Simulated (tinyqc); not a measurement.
Hueckel theory of the pi electrons with the omega technique, for the molecule C=CC=C (SMILES; centres numbered as the heavy atoms are written), step by step. One step of it, computed by the program tinyqc.

Task: Orbitals, round 1. Diagonalise; E = alpha + x beta with beta < 0, so the largest x are filled first; degenerate levels share their electrons. P = sum n_i c_ri c_si; each orbital has its largest coefficient positive (the first on a tie).

Hueckel matrix in units of beta (H = alpha + beta A), lower triangle:
```
          1C        2C        3C        4C
1C  0.000000
2C  1.000000  0.000000
3C  0.000000  1.000000  0.000000
4C  0.000000  0.000000  1.000000  0.000000
```

pi electrons, sum of z_r less the charge = 4

Give: x values; occupations; coefficients; charge and bond-order matrix P.

Result:

x values: 1.6180  0.6180  -0.6180  -1.6180

occupations: 2.0000  2.0000  0.0000  0.0000

coefficients:
```
       MO1      MO2      MO3      MO4
1C  0.3717   0.6015   0.6015  -0.3717
2C  0.6015   0.3717  -0.3717   0.6015
3C  0.6015  -0.3717  -0.3717  -0.6015
4C  0.3717  -0.6015   0.6015   0.3717
```

charge and bond-order matrix P, lower triangle:
```
         1C      2C      3C      4C
1C   1.0000
2C   0.8944  1.0000
3C   0.0000  0.4472  1.0000
4C  -0.4472  0.0000  0.8944  1.0000
```
